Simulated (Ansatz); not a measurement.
# N2 (nitrogen) at CCSDTQ/STO-3G

Aim: the energy change on altering one bond length of N2 (nitrogen) at CCSDTQ/STO-3G, from 2 runs. 

Program for the calculation: Ansatz 0.2.0.

29 further runs of the same task are left out: 15 that didn't finish, 14 set aside as unsound or not needed.

### Step 1. The structure to begin with

N2: 2 atoms, total charge 0, spin state singlet. SMILES: `N#N`. Geometry: relaxed at PBE0-D4/def2-TZVP.

Bond lengths: N1–N2 1.090 Å.

### Step 2. A single-point energy at CCSDTQ/STO-3G

Contents of molecule.yaml:

```yaml
crystal:
  periodic: [false, false, false]
  atoms:
    - {symbol: "N", position_ang: [0.465500, -0.150300, 0.239800]}
    - {symbol: N, position_ang: [-0.465500, 0.150300, -0.239800]}
basis:
  gaussian:
    orbitals: STO-3G
correlation:
  method: ccsdtq
  frozen_orbitals: {"N": 1}
accuracy: high
scf:
  omitted_lower_state_checks: [cluster_reference, increment]
```

On the command line:

```sh
ansatz run molecule.yaml --threads 1 --pin off --max-ram 2610MiB --events-out events.jsonl --progress --plain --runs-dir runs
```

Output:

```text
Warning: RAYON_NUM_THREADS=1 ignored (pool sized by the plan → 1); use --threads N
Functional definition: HF
  name "HF"
  exchange = exact_x
  correlation = 0
these checks for a lower state are left out or cut short: cluster_reference, increment
150 factors; integrals over basis functions are off by at most 1.5e-8 eV
mean field evaluation 1: about -2925.0398 eV, gradient 2.8e0 eV
mean field evaluation 2: about -2925.0412 eV, gradient 2.8e0 eV
mean field evaluation 4: about -2925.0439 eV, gradient 1.7e-1 eV
mean field evaluation 8: about -2925.0439 eV, gradient 1.1e-8 eV
mean field -2925.04389095 eV, -107.4933803264 hartree, gradient 7.2e-8 eV, S^2 0.000000; 0 other end points of the search recorded, 0 dependent functions left out
2 core orbitals not correlated: weight in the atoms' cores, before any rotation towards them, 1.000 or more for the frozen orbitals, at most 0.000 for the correlated occupied ones
reference -2925.04389095 eV, -107.4933803264 hartree; 5, 5 occupied and 3, 3 virtual orbitals, 150 factors
second order -4.10257615 eV of doubles, -0.00000000 eV of singles
cycle   1  -3.95120432 eV  change    1.5e-1 eV  update   4.6e-2
cycle   2  -4.11993101 eV  change   -1.7e-1 eV  update   2.1e-2
cycle   3  -4.19115303 eV  change   -7.1e-2 eV  update   1.1e-2
cycle   4  -4.19423626 eV  change   -3.1e-3 eV  update   2.5e-3
cycle   5  -4.19624127 eV  change   -2.0e-3 eV  update   3.2e-4
cycle   6  -4.19575548 eV  change    4.9e-4 eV  update   1.2e-4
cycle   7  -4.19561086 eV  change    1.4e-4 eV  update   3.9e-5
cycle   8  -4.19558037 eV  change    3.0e-5 eV  update   8.2e-6
cycle   9  -4.19558259 eV  change   -2.2e-6 eV  update   1.8e-6
cycle  10  -4.19558173 eV  change    8.6e-7 eV  update   3.5e-7
cycle  11  -4.19558216 eV  change   -4.2e-7 eV  update   1.2e-7
cycle  12  -4.19558204 eV  change    1.2e-7 eV  update   6.4e-8
cycle  13  -4.19558215 eV  change   -1.1e-7 eV  update   3.0e-8
cycle  14  -4.19558218 eV  change   -2.7e-8 eV  update   2.0e-8
cycle  15  -4.19558218 eV  change   -6.9e-9 eV  update   1.3e-8
cycle  16  -4.19558214 eV  change    4.1e-8 eV  update   7.5e-8
cycle  17  -4.19558207 eV  change    7.2e-8 eV  update   2.9e-8
cycle  18  -4.19558209 eV  change   -1.6e-8 eV  update   1.0e-8
cycle  19  -4.19558211 eV  change   -2.0e-8 eV  update   6.9e-9
cycle  20  -4.19558210 eV  change    3.4e-9 eV  update   5.2e-9
cycle  21  -4.19558210 eV  change    1.1e-9 eV  update   6.7e-9
cycle  22  -4.19558210 eV  change    3.9e-9 eV  update   6.1e-9
cycle  23  -4.19558211 eV  change   -1.4e-8 eV  update   4.6e-9
cycle  24  -4.19558211 eV  change    4.4e-9 eV  update   2.4e-9
cycle  25  -4.19558211 eV  change    1.0e-9 eV  update  3.3e-10
Total energy: -2929.23947306 eV, -107.6475651250 hartree
Checks for a lower state left out: cluster_reference, increment
```

Run time: 2 s. Hardware: 1 thread of Intel Xeon Platinum 8375C at 2.90GHz (Ice Lake), shared host; peak memory 0.15 GiB.

### Step 3. The distorted shape, same level

Contents of job.yaml:

```yaml
crystal:
  periodic: [false, false, false]
  atoms:
    - {symbol: "N", position_ang: [0.698209, -0.225437, 0.359679]}
    - {symbol: N, position_ang: [-0.465500, 0.150300, -0.239800]}
basis:
  gaussian: {orbitals: STO-3G}
magnetization: {spin_polarized: false, initial_magnetization: 0}
correlation: {method: ccsdtq, frozen_orbitals: {"N": 1}}
accuracy: high
scf: {omitted_lower_state_checks: [cluster_reference, increment]}
```

On the command line:

```sh
ansatz run job.yaml --threads 1 --pin off --max-ram 2610MiB --events-out events.jsonl --progress --plain --runs-dir runs
```

Output:

```text
Warning: RAYON_NUM_THREADS=1 ignored (pool sized by the plan → 1); use --threads N
[... 4 set-up lines as earlier in the session ...]
these checks for a lower state are left out or cut short: cluster_reference, increment
149 factors; integrals over basis functions are off by at most 1.1e-8 eV
mean field evaluation 1: about -2922.1907 eV, gradient 2.4e0 eV
mean field evaluation 2: about -2922.1853 eV, gradient 2.3e0 eV
mean field evaluation 4: about -2922.1878 eV, gradient 1.8e-1 eV
mean field evaluation 8: about -2922.1879 eV, gradient 1.3e-8 eV
mean field -2922.18786750 eV, -107.3884234005 hartree, gradient 7.9e-9 eV, S^2 0.000000; 0 other end points of the search recorded, 0 dependent functions left out; unrestricted orbitals would lower it
2 core orbitals not correlated: weight in the atoms' cores, before any rotation towards them, 1.000 or more for the frozen orbitals, at most 0.000 for the correlated occupied ones
reference -2922.18786750 eV, -107.3884234005 hartree; 5, 5 occupied and 3, 3 virtual orbitals, 149 factors
second order -7.64049614 eV of doubles, -0.00000000 eV of singles
cycle   1  -5.70176636 eV  change     1.7e0 eV  update   1.4e-1
cycle   2  -6.35297069 eV  change   -6.5e-1 eV  update   8.1e-2
cycle   3  -6.69198925 eV  change   -3.4e-1 eV  update   3.5e-2
cycle   4  -6.74097063 eV  change   -4.9e-2 eV  update   1.2e-2
cycle   5  -6.78865580 eV  change   -4.8e-2 eV  update   5.0e-3
cycle   6  -6.78515555 eV  change    3.5e-3 eV  update   1.5e-3
cycle   7  -6.77736070 eV  change    7.8e-3 eV  update   7.8e-4
cycle   8  -6.77916479 eV  change   -1.8e-3 eV  update   2.2e-4
cycle   9  -6.77837089 eV  change    7.9e-4 eV  update   7.8e-5
cycle  10  -6.77835439 eV  change    1.6e-5 eV  update   1.2e-5
cycle  11  -6.77835562 eV  change   -1.2e-6 eV  update   4.3e-6
cycle  12  -6.77835388 eV  change    1.7e-6 eV  update   1.5e-6
cycle  13  -6.77835188 eV  change    2.0e-6 eV  update   6.4e-7
cycle  14  -6.77835157 eV  change    3.1e-7 eV  update   1.9e-7
cycle  15  -6.77835242 eV  change   -8.5e-7 eV  update   1.1e-7
cycle  16  -6.77835214 eV  change    2.9e-7 eV  update   5.6e-8
cycle  17  -6.77835282 eV  change   -6.9e-7 eV  update   9.2e-8
cycle  18  -6.77835301 eV  change   -1.9e-7 eV  update   4.1e-8
cycle  19  -6.77835302 eV  change   -1.1e-8 eV  update   2.3e-8
cycle  20  -6.77835293 eV  change    8.9e-8 eV  update   1.2e-8
cycle  21  -6.77835292 eV  change    1.4e-8 eV  update   4.0e-9
cycle  22  -6.77835291 eV  change    6.9e-9 eV  update   1.9e-9
cycle  23  -6.77835290 eV  change    6.6e-9 eV  update  9.5e-10
cycle  24  -6.77835290 eV  change   8.4e-10 eV  update  5.0e-10
WARN: these amplitudes may be one of several solutions (largest doubles amplitude 0.22, level shift 0.69 eV)
Total energy: -2928.96622040 eV, -107.6375232752 hartree
Checks for a lower state left out: cluster_reference, increment
```

Run time: 2 s. Hardware: 1 thread of Intel Xeon Platinum 8375C at 2.90GHz (Ice Lake), shared host; peak memory 0.15 GiB.

### Step 4. Results

Level: CCSDTQ/STO-3G, 2 core orbitals frozen.

| quantity | value |
| --- | --- |
| first shape: total energy | -107.64757 Eh |
| first shape: correlation energy (2 core orbitals frozen) | -154.2 mEh |
| first shape: T1 diagnostic | 0.003 |
| distorted shape: total energy | -107.63752 Eh |
| distorted shape: correlation energy (2 core orbitals frozen) | -249.1 mEh |
| distorted shape: T1 diagnostic | 0.006 |
| energy change with the N1–N2 bond stretched from 1.090 to 1.362 Å | 0.273 eV |

**Reading.** With the N1–N2 bond stretched from 1.090 to 1.362 Å the energy rises by 0.27 eV (6.3 kcal/mol). The first shape isn't relaxed at this level, so the change isn't measured from a minimum. The minimal basis adds a large error of its own. The restricted solution (distorted shape) is unstable to spin breaking: an unrestricted one lies lower.
